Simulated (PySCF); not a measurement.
**Vibration and rotation of SO⁺**

PBE0 constants of SO⁺, ²Π (doublet), unpaired electrons π ↑ (basis S def2-TZVP, O def2-TZVP; no relativity; PySCF 2.14; masses 31.9721 and 15.9949 u):

```
ωe              : 1415.8 cm⁻¹
ωexe            : 6.09 cm⁻¹
Be              : 0.78971 cm⁻¹
αe              : 0.00505 cm⁻¹
D (centrifugal) : 9.83e-07 cm⁻¹
De to S⁺ + O    : 5.35 eV
```

(1) Give the vibrational terms G(v) and spacings up to v = 6.

(2) How well does the Morse estimate ωe²/(4ωexe) reproduce De, and what is D0?

For an ion De counts to the pair picked by the measured ionisation energies or electron affinities, which need not be the lowest pair at this level. The state is the lowest determinant that a PBE0 search found; another state may lie lower at other levels.

Results:

(1) G(v) = ωe(v+½) − ωexe(v+½)².

| v | G(v) (cm⁻¹) | G(v) − G(v−1) | Bv (cm⁻¹) |
| --- | --- | --- | --- |
| 0 | 706.4 |  | 0.7872 |
| 1 | 2110.0 | 1403.6 | 0.7821 |
| 2 | 3501.4 | 1391.4 | 0.7771 |
| 3 | 4880.7 | 1379.3 | 0.7720 |
| 4 | 6247.8 | 1367.1 | 0.7670 |
| 5 | 7602.7 | 1354.9 | 0.7619 |
| 6 | 8945.4 | 1342.7 | 0.7569 |

(2) It gives 10.20 eV, 191 % of the computed De. D0 = De − G(0) = 5.35 − 0.09 = 5.26 eV.
